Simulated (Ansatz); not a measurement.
# [BH4]− (SMILES [H][B-]([H])([H])[H]): BCCD(T)/6-31G

Aim: the energy change on altering one bond length of [BH4]− at BCCD(T)/6-31G, from 2 runs. 

The calculation is run with Ansatz 0.2.0.

## Step 1: Starting point

[BH4]−: 5 atoms, total charge -1, spin state singlet. As SMILES, `[H][B-]([H])([H])[H]`. Geometry: relaxed at GFN2-xTB.

Bond lengths: B1–H2 1.229 Å, B1–H3 1.229 Å, B1–H4 1.229 Å, B1–H5 1.229 Å. Angles: H2–B1–H3 109.5°, H2–B1–H4 109.5°, H2–B1–H5 109.5°, H3–B1–H4 109.5°, H3–B1–H5 109.5°, H4–B1–H5 109.5°.

## Step 2: The energy at BCCD(T)/6-31G

Input file molecule.yaml:

```yaml
crystal:
  periodic: [false, false, false]
  atoms:
    - {symbol: B, position_ang: [0.000000, -0.000190, -0.000050]}
    - {symbol: H, position_ang: [0.011880, -0.020580, 1.229120]}
    - {symbol: H, position_ang: [1.154650, 0.011840, -0.420810]}
    - {symbol: H, position_ang: [-0.587600, 1.007810, -0.387560]}
    - {symbol: H, position_ang: [-0.578930, -0.998880, -0.420690]}
basis:
  gaussian:
    orbitals: 6-31G
total_charge: -1
correlation:
  method: bccd_t
  frozen_orbitals: {B: 1, H: 0}
accuracy: high
scf:
  omitted_lower_state_checks: [cluster_reference, increment]
```

Launch:

```sh
ansatz run molecule.yaml --threads 1 --pin off --max-ram 2610MiB --events-out events.jsonl --progress --plain --runs-dir runs
```

What it wrote (excerpt; [...] marks lines left out):

```text
Warning: RAYON_NUM_THREADS=1 ignored (pool sized by the plan → 1); use --threads N
Functional definition: HF
  name "HF"
[...]
413 factors; integrals over basis functions are off by at most 2.7e-9 eV
[...]
mean field -733.39191832 eV, -26.9516558874 hartree, gradient 1.2e-8 eV, S^2 0.000000; 0 other end points of the search recorded, 0 dependent functions left out
1 core orbitals not correlated: weight in the atoms' cores, before any rotation towards them, 1.000 or more for the frozen orbitals, at most 0.000 for the correlated occupied ones
reference -733.39191832 eV, -26.9516558874 hartree; 4, 4 occupied and 12, 12 virtual orbitals, 413 factors
second order -2.09476712 eV of doubles, -0.00000000 eV of singles
cycle   1  -2.49353227 eV  change   -4.0e-1 eV  update   4.5e-2
[...]
cycle  17  -2.65426891 eV  change  -3.1e-10 eV  update  3.4e-10
perturbative correction -0.04273823 eV, -0.0015706008 hartree
Total energy: -736.08892546 eV, -27.0507690718 hartree
Checks for a lower state left out: cluster_reference, increment
```

Wall time 0.16 s (1 thread of Arm Neoverse V2, shared host).

## Step 3: The distorted shape

Input file job.yaml:

```yaml
crystal:
  periodic: [false, false, false]
  atoms:
    - {symbol: B, position_ang: [-0.288635, -0.003197, 0.105130]}
    - {symbol: H, position_ang: [-0.276755, -0.023587, 1.334300]}
    - {symbol: H, position_ang: [1.154650, 0.011840, -0.420810]}
    - {symbol: H, position_ang: [-0.876235, 1.004803, -0.282380]}
    - {symbol: H, position_ang: [-0.867565, -1.001887, -0.315510]}
basis:
  gaussian:
    orbitals: 6-31G
total_charge: -1
scf:
  omitted_lower_state_checks: [cluster_reference, increment]
correlation:
  method: bccd_t
  frozen_orbitals: {B: 1, H: 0}
accuracy: high
```

Launch:

```sh
ansatz run job.yaml --threads 1 --pin off --max-ram 2610MiB --events-out events.jsonl --progress --plain --runs-dir runs
```

What it wrote (excerpt; [...] marks lines left out):

```text
Warning: RAYON_NUM_THREADS=1 ignored (pool sized by the plan → 1); use --threads N
[... 2 set-up lines as earlier in the session ...]
[...]
414 factors; integrals over basis functions are off by at most 2.4e-9 eV
[...]
mean field -732.91429606 eV, -26.9341035929 hartree, gradient 7.2e-8 eV, S^2 0.000000; 0 other end points of the search recorded, 0 dependent functions left out
1 core orbitals not correlated: weight in the atoms' cores, before any rotation towards them, 1.000 or more for the frozen orbitals, at most 0.000 for the correlated occupied ones
reference -732.91429606 eV, -26.9341035929 hartree; 4, 4 occupied and 12, 12 virtual orbitals, 414 factors
second order -2.10634246 eV of doubles, -0.00000000 eV of singles
cycle   1  -2.52056470 eV  change   -4.1e-1 eV  update   5.2e-2
[...]
cycle  17  -2.70861064 eV  change  -6.9e-10 eV  update  4.5e-10
perturbative correction -0.05156902 eV, -0.0018951265 hartree
Total energy: -735.67447571 eV, -27.0355383244 hartree
Checks for a lower state left out: cluster_reference, increment
```

Run time: 0.18 s. Hardware: 1 thread of Arm Neoverse V2, shared host.

## Step 4: Results

At BCCD(T)/6-31G, 1 core orbital frozen:

```
                                                         quantity         value
                                        first shape: total energy  -27.05077 Eh
          first shape: correlation energy (1 core orbital frozen)     -99.1 mEh
                                      first shape: (T) correction     -1.57 mEh
                                    distorted shape: total energy  -27.03554 Eh
      distorted shape: correlation energy (1 core orbital frozen)    -101.4 mEh
                                  distorted shape: (T) correction     -1.90 mEh
energy change with the B1–H3 bond stretched from 1.229 to 1.536 Å      0.414 eV
```

In words: With the B1–H3 bond stretched from 1.229 to 1.536 Å the energy rises by 0.41 eV (9.6 kcal/mol). The first shape isn't relaxed at this level, so the change isn't measured from a minimum. The triples (first shape) make up 1.6 % of the correlation energy. The triples (distorted shape) make up 1.9 % of the correlation energy.
